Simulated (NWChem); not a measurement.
# silicon monoxide (SiO, singlet); SMILES O=[Si]

All runs: NWChem. Low-valent species are run as closed-shell singlets; no triplet was tried in these runs. Structure relaxed at the PBE0-D3(BJ)/def2-TZVP level. Level: PBE0/aug-cc-pVDZ; rows give the wavelength of the field.

Problem. Among these, which field gives the highest value of “isotropic polarisability (bohr³)”?
A) 589 nm
B) static
C) 1065 nm

Solution. A, 589 nm. Values: static 29.1; 1065 nm 29.6; 589 nm 30.7
